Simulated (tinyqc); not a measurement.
Worked calculation: extended Hueckel theory, for H3O+. The parameters take no account of the charge, which enters only through the electron count. Computed by tinyqc, a small Python program that keeps every step (integrals from PySCF). Settings: charge = 1, K = 1.75, multiplicity = 1. Command: `OMP_NUM_THREADS=1 python tinyqc.py 22996 22997 out.jsonl` (the two numbers bound the seeds that draw the settings). One thread of a shared host (Intel(R) Xeon(R) Processor @ 2.60GHz), about 0.01 s of CPU time with the checks.

## Overlaps

Geometry (angstrom):
```
atom,x,y,z
O,0.000000,0.000000,0.030000
H,0.994000,0.000000,0.000000
H,-0.497000,0.861000,0.000000
H,-0.497000,-0.861000,0.000000
```

Parameters chosen for this run:
```
element,shell,Slater exponent,H_ii (eV)
O,2s,2.275000,-32.300000
O,2p,2.275000,-14.800000
H,1s,1.300000,-13.600000
```

Slater orbitals, each expanded in six Gaussians scaled to its exponent.

overlap S, lower triangle:
```
,1O 2s,1O 2px,1O 2py,1O 2pz,2H 1s,3H 1s,4H 1s
1O 2s,1.000000
1O 2px,0.000000,1.000000
1O 2py,0.000000,0.000000,1.000000
1O 2pz,0.000000,0.000000,0.000000,1.000000
2H 1s,0.436916,0.378796,0.000000,-0.011432,1.000000
3H 1s,0.436821,-0.189341,0.328013,-0.011429,0.162935,1.000000
4H 1s,0.436821,-0.189341,-0.328013,-0.011429,0.162935,0.162867,1.000000
```

## Wolfsberg-Helmholz matrix

diagonal H_ii (eV): 1O 2s -32.300000, 1O 2px -14.800000, 1O 2py -14.800000, 1O 2pz -14.800000, 2H 1s -13.600000, 3H 1s -13.600000, 4H 1s -13.600000

K = 1.750000

H_ij = K' S_ij (H_ii + H_jj)/2 for i != j (the diagonal keeps H_ii), with K' = 1.75.

H (eV), lower triangle:
```
,1O 2s,1O 2px,1O 2py,1O 2pz,2H 1s,3H 1s,4H 1s
1O 2s,-32.300000
1O 2px,0.000000,-14.800000
1O 2py,0.000000,0.000000,-14.800000
1O 2pz,0.000000,0.000000,0.000000,-14.800000
2H 1s,-17.547651,-9.413070,0.000000,0.284097,-13.600000
3H 1s,-17.543826,4.705121,-8.151125,0.284011,-3.877845,-13.600000
4H 1s,-17.543826,4.705121,8.151125,0.284011,-3.877845,-3.876238,-13.600000
```

## Orbitals

valence electrons = 8

Solve H C = S C e through S^(-1/2); fill by pairs from the bottom, a degenerate level sharing its electrons equally; each orbital has its largest coefficient positive (the first on a tie).

orbital energies (eV): -33.429959  -17.336499  -17.336359  -14.802049  -1.022965  -1.020132  9.306131

occupations: 2.000000  2.000000  2.000000  2.000000  0.000000  0.000000  0.000000

coefficients:
```
,MO1,MO2,MO3,MO4,MO5,MO6,MO7
1O 2s,0.844886,0.000000,-0.000028,0.011292,0.000000,0.000354,1.022961
1O 2px,-0.000011,0.000000,0.687064,0.000003,0.000000,-0.934870,0.000515
1O 2py,0.000000,0.687037,0.000000,0.000000,0.934862,0.000000,0.000000
1O 2pz,0.001709,0.000000,-0.000003,0.999750,0.000000,-0.000011,-0.031897
2H 1s,0.108219,0.000000,0.408214,-0.005944,0.000000,0.951243,-0.657001
3H 1s,0.108190,0.353550,-0.204130,-0.005946,-0.823971,-0.476049,-0.656239
4H 1s,0.108190,-0.353550,-0.204130,-0.005946,0.823971,-0.476049,-0.656239
```

sum of one-electron energies = -165.809731 eV

Within a degenerate level the vectors are fixed only up to a rotation; this is one choice.

## Mulliken analysis

P = C n C^T; charge = valence electrons (O 6, H 1) minus the sum of (P S)_ii on the atom; overlap population = 2 sum P_ij S_ij between two atoms.

charges: 1O -0.192313, 2H 0.397445, 3H 0.397434, 4H 0.397434

Overlap populations:
```
pair,value
2-1,0.584879
3-1,0.584794
3-2,-0.046655
4-1,0.584794
4-2,-0.046655
4-3,-0.046638
```
